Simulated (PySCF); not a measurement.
**Fractional electron number in S (sulfur, neutral)**

The 3p beta orbital of [Ne] 3s2 3p4 is emptied in steps (occupation f), with all orbitals relaxed, ending at [Ne] 3s2 3p3. Calculation: PySCF 2.14, in aug-cc-pVTZ-DK (6s5p3d2f, 50 functions); the spin-free X2C one-electron Hamiltonian (Gaussian nucleus). The exact energy is a straight line in f; departures are measured from the line between the end points of the same method.

```tsv
f	UHF (eV)	LDA (eV)	PBE (eV)	PBE0 (eV)	r2SCAN (eV)	LC-wPBE (eV)	BHandHLYP (eV)	wB97X (eV)	CAM-B3LYP (eV)	r2SCAN0 (eV)
1	0.000	0.000	0.000	0.000	0.000	0.000	0.000	0.000	0.000	0.000
0.75	0.192	-0.831	-0.804	-0.560	-0.738	-0.038	-0.340	-0.119	-0.325	-0.514
0.5	0.243	-1.115	-1.073	-0.745	-0.975	-0.048	-0.461	-0.165	-0.438	-0.676
0.25	0.173	-0.840	-0.801	-0.555	-0.719	-0.031	-0.352	-0.132	-0.333	-0.497
0	0.000	0.000	0.000	0.000	0.000	0.000	0.000	0.000	0.000	0.000
```

```json
{"method": "UHF", "E(f=0) − E(f=1) (eV)": "9.224", "−ε at f=1 (eV)": "10.308", "−ε at f=0.5 (eV)": "9.175"}
{"method": "LDA", "E(f=0) − E(f=1) (eV)": "10.553", "−ε at f=1 (eV)": "6.162", "−ε at f=0.5 (eV)": "10.529"}
{"method": "PBE", "E(f=0) − E(f=1) (eV)": "10.417", "−ε at f=1 (eV)": "6.147", "−ε at f=0.5 (eV)": "10.423"}
{"method": "PBE0", "E(f=0) − E(f=1) (eV)": "10.391", "−ε at f=1 (eV)": "7.409", "−ε at f=0.5 (eV)": "10.405"}
{"method": "r2SCAN", "E(f=0) − E(f=1) (eV)": "10.366", "−ε at f=1 (eV)": "6.408", "−ε at f=0.5 (eV)": "10.416"}
{"method": "LC-wPBE", "E(f=0) − E(f=1) (eV)": "10.499", "−ε at f=1 (eV)": "10.291", "−ε at f=0.5 (eV)": "10.517"}
{"method": "BHandHLYP", "E(f=0) − E(f=1) (eV)": "10.349", "−ε at f=1 (eV)": "8.565", "−ε at f=0.5 (eV)": "10.318"}
{"method": "wB97X", "E(f=0) − E(f=1) (eV)": "10.438", "−ε at f=1 (eV)": "9.823", "−ε at f=0.5 (eV)": "10.406"}
{"method": "CAM-B3LYP", "E(f=0) − E(f=1) (eV)": "10.529", "−ε at f=1 (eV)": "8.822", "−ε at f=0.5 (eV)": "10.506"}
{"method": "r2SCAN0", "E(f=0) − E(f=1) (eV)": "10.348", "−ε at f=1 (eV)": "7.590", "−ε at f=0.5 (eV)": "10.391"}
```

Orbital energy along the path (eV):

```csv
f,UHF,LDA,PBE,PBE0,r2SCAN,LC-wPBE,BHandHLYP,wB97X,CAM-B3LYP,r2SCAN0
1,-10.308,-6.162,-6.147,-7.409,-6.408,-10.291,-8.565,-9.823,-8.822,-7.590
0.75,-9.693,-8.312,-8.264,-8.898,-8.419,-10.403,-9.420,-10.104,-9.646,-8.997
0.5,-9.175,-10.529,-10.423,-10.405,-10.416,-10.517,-10.318,-10.406,-10.506,-10.391
0.25,-8.729,-12.783,-12.576,-11.894,-12.339,-10.604,-11.260,-10.746,-11.398,-11.722
0,-8.341,-15.040,-14.645,-13.310,-14.141,-10.630,-12.269,-11.200,-12.338,-12.942
```

Reference removal energy between the ground levels: 10.360 eV (measured; NIST Atomic Spectra Database, ionization energies). The calculation has no spin-orbit coupling. UHF lacks correlation.
